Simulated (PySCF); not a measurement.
Gas-phase reaction: 5 HCHO (formaldehyde) = CH₃OCH₃ + C₃H₄ (allene) + 4 O

Energies from PySCF (xtb for GFN2), thermal terms from the rigid-rotor harmonic-oscillator model, ideal gas at 1 bar. Table values come from the NASA 1993 polynomials. † marks an energy on the PBE0/def2-TZVP geometry and frequencies; other levels use their own. Open shells (unrestricted): O (multiplicity 3, electronic degeneracy 9); the rest are closed-shell singlets. GFN2 has no spin-polarisation term. Spin-orbit splitting is ignored; it lowers the true energy and changes the entropy of O. The harmonic model lacks anharmonicity and excited electronic states, which grow with temperature; levels with a mode under 35 cm⁻¹ are left out. Internal rotation in CH₃OCH₃ is treated as a harmonic vibration of one conformer, which makes the entropy rough.

```
level               ΔH°(298 K), kJ  minus table  ΔG°(2000 K), kJ
------------------  --------------  -----------  ---------------
table                       1546.4            -           1345.0
BLYP/def2-TZVP†             1642.0         95.6           1441.2
GFN2-xTB                    2751.3       1204.9           2549.6
PBE/def2-SVP                1689.2        142.8           1488.4
PBE/def2-TZVP†              1657.8        111.4           1457.1
PBE0/def2-QZVP†             1495.5        -50.9           1294.7
ωB97X-V/def2-TZVP†          1535.9        -10.5           1335.1
```
